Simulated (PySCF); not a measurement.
Compound: (NaH)2 ring, Na2H2.
Geometry (PBE0-D3(BJ)/def2-SVP, Å), atoms numbered from 1 in this order:
```xyz
4
Na2H2 angstrom
Na     1.1004    0.6159   -0.6298
H     -0.6867    1.4084    0.1770
Na    -1.1005   -0.6159    0.6299
H      0.6868   -1.4083   -0.1771
```

Method: PySCF 2.14.0, density-fitted response routines, TDDFT B3LYP/def2-SVPD, vertical, gas phase, core orbitals frozen in the response.

Kohn–Sham orbitals with the atoms that hold most of them (Löwdin shares over 4%, at most four atoms; ? is withheld):

```
orbital  ε (eV)                             atoms
 HOMO-3  -30.79                  Na3 51%, Na1 48%
 HOMO-2  -30.77                  Na1 51%, Na3 48%
 HOMO-1   -5.92                                 ?
   HOMO   -4.80  H4 30%, H2 30%, Na1 20%, Na3 20%
   LUMO       ?                                 ?
 LUMO+1   -0.47                  Na1 46%, Na3 46%
 LUMO+2   -0.17                  Na3 47%, Na1 47%
```

(1) Which atoms hold the HOMO-1, and with what shares?

(2) Which atoms hold the LUMO, and with what shares?

(3) What is the LUMO energy, and the HOMO–LUMO gap?

## Answers

(1) H2 (bonded to 2 Na) 26%; H4 (bonded to 2 Na) 26%; Na1 (bonded to 2 H) 24%; Na3 (bonded to 2 H) 24%. By element: hydrogen 51%, sodium 49%.

(2) Na3 (bonded to 2 H) 47%; Na1 (bonded to 2 H) 47%.

(3) ε(LUMO) = -1.00 eV; the gap is 3.80 eV (0.1395 hartree).

Question: The HOMO–LUMO gap is 3.80 eV. Where does the response calculation put the lowest singlet, and from which orbitals?

Answer: S1 is at 2.97 eV (f = 0.0000), 0.82 eV below the gap, made of HOMO→LUMO (100%). Without the coupling terms of the response equations the lowest excitation would equal the gap.

Question: Give energy, strength and leading configuration of S1, S3 and S4, and follow the Löwdin shares of the leading atoms from the occupied to the empty orbital.

Answer: 
- S1 (2.97 eV, f 0.0000), HOMO→LUMO (100%): H4 30% → at most 4%, H2 30% → at most 4%, Na3 20% → 47%, Na1 20% → 47%
- S3 (3.81 eV, f 0.0010), HOMO→LUMO+1 (98%): H4 30% → at most 4%, H2 30% → at most 4%, Na1 20% → 46%, Na3 20% → 46%
- S4 (4.29 eV, f 0.216), HOMO-1→LUMO (98%): H2 26% → at most 4%, H4 26% → at most 4%, Na3 24% → 47%, Na1 24% → 47%
